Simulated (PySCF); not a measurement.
# Proton affinity of tert-amylamine, site by site

Parent: `CCC(C)(C)N` (C5H13N). Numbering: `[CH3:1][CH2:2][C:3]([CH3:4])([CH3:5])[NH2:6]`

Level of theory: ωB97X-D3(BJ)/def2-TZVP single points in PySCF, grid level 2; every species was optimised with PBE0-D3(BJ)/def2-SVP. Zero-point and thermal terms (298.15 K, 1 bar) come from unscaled PBE0-D3(BJ)/def2-SVP harmonic frequencies, with soft modes damped to free rotors in the entropy.

```tsv
site	product	PA / eV	GB / eV
N6 (amine nitrogen)	CCC(C)(C)[NH3+]	9.86	9.54
```

PA is −ΔH and GB is −ΔG of B + H⁺ → BH⁺ in the gas phase. Sites whose products fell apart, merged with another or lost in a GFN2-xTB screen aren't listed.

In THF the product from N6 is solvated 2.27 eV more strongly than the parent (electrostatics only).

In water the product from N6 is solvated 2.61 eV more strongly than the parent (electrostatics only).

Measured values (NIST Chemistry WebBook, evaluated or the median of agreeing entries): proton affinity (−ΔH) 938 kJ/mol (computed 952, difference 14); gas-phase basicity (−ΔG) 904 kJ/mol (computed 921, difference 17).

Run with `OMP_NUM_THREADS=1 python redox_run.py task.json out` on 1 thread of Arm Neoverse V1, a shared host. Structures, frequencies and single points: 28 min of wall time.
